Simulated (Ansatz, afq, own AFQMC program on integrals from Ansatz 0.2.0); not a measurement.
Where AFQMC and coupled cluster stand for BGeH₃, singlet

```yaml
atoms:
  - { symbol: Ge, position_ang: [-0.0664, 0.0000, 0.6883] }
  - { symbol: B, position_ang: [0.3706, 0.0000, -4.3729] }
  - { symbol: H, position_ang: [0.3768, 1.2770, 1.4061] }
  - { symbol: H, position_ang: [0.3768, -1.2770, 1.4061] }
  - { symbol: H, position_ang: [0.0539, 0.0000, -5.5130] }
```

Connectivity, by distances: GeH2 ··· BH.

Basis cc-pVDZ. Noble-gas cores (and the filled d shells of Ga–Kr and In–Xe) are frozen. AFQMC by an in-house program on the Cholesky factors that Ansatz 0.2.0 writes for its CCSD(T) run. ph-AFQMC/CISD is guided by a CISD state made of CCSD amplitudes; releasing the constraint for a short imaginary time cuts its bias at the price of noise, slowly where states lie close. Uncertainties: one standard error, sampling alone. No spin–orbit coupling.

Determinant: RHF, the one that the program's search chose, which needn't be the lowest solution. The geometry is a point of a scan.

No full CI on the walks' own integrals is used here; CCSDT(Q) serves as the reference and is uncertain by about the last step of the cluster series.

Cautions: no relativity below Rb; no spin-orbit coupling; inner d shell frozen; higher spins were not checked; restricted determinant unstable towards unrestricted (UHF 363 meV lower, ⟨S²⟩ 1.02).

The T1 diagnostic is 0.0126, the weight of the determinant in the CISD state is 0.843 and the size of the correlated space is 10 electrons in 41 orbitals.

Reference: CCSDT(Q), correlation energy -5.472 eV. The released energy is read at 2.40 1/Eh (meV from the phaseless value at times in 1/Eh: 3 ± 19 at 0.24, -3 ± 23 at 0.51, 17 ± 14 at 0.99, 33 ± 21 at 1.62, 26 ± 23 at 2.40).

```
         level  E − E(reference) (kcal/mol)  share of correlation (%)
            HF                       126.20                      0.00
           MP2                        36.29                     71.24
          CCSD                         2.78                     97.80
       CCSD(T)                         0.68                     99.46
         CCSDT                         0.08                     99.93
 ph-AFQMC/CISD                 -0.36 ± 0.39                    100.28
released AFQMC                  0.25 ± 0.52                     99.80
```

A walk keeps the symmetry of its determinant, which the program's search chose and which needn't be the lowest solution, so a lower state of the same spin and another symmetry isn't excluded. Released energies are given only where the last usable release times agree within the noise; a slower fall can still hide under it.
